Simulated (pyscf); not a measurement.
# Routes from H₂B–NH₂ (SMILES BN) + HCl (SMILES Cl)

Candidate steps break at most two bonds and form at most two. Each was searched with GFN2-xTB (tblite) first. Structures and frequencies: ωB97X-D3(BJ)/def2-SVP in PySCF. Correlated levels are frozen-core, on RHF or UHF. ΔMP2 is the change of the MP2 total energy from the triple- to the quadruple-zeta basis. Energies: CCSD(T)/def2-TZVPP + ΔMP2(QZVPP), kcal/mol, from the separated reactants, singlet surface.

```
products                                                            type   ΔE‡     ΔE  ΔG‡ 298 K  ΔG‡ 900 K  ν‡ (cm⁻¹)
-------------  ---------------------------------------------------------  ----  -----  ---------  ---------  ---------
H₂B–Cl + NH₃                                        four-centre exchange  15.6  +11.7       24.5       44.1      1131i
H₂B–NH₂ + HCl  four-centre exchange (H–N, Cl–H broken, H–N, Cl–H formed)  33.1    0.0       42.4       61.0       763i
H₂B–NH₂ + HCl  four-centre exchange (B–H, Cl–H broken, B–H, Cl–H formed)  53.6    0.0       62.4       80.7      1553i
```

Row 1: On the product side the descent ends in an adduct with a B–N contact, 28.5 kcal/mol under the separated species and 30.6 kcal/mol under the saddle at ωB97X-D3(BJ)/def2-TZVP. 

Plain bond fissions and candidates not yet searched are not listed, and one of them may be faster. Each barrier is that of the saddle found; lower ones may exist. The CCSD(T) − MP2 part came from Ansatz, without density fitting, on the same reference.
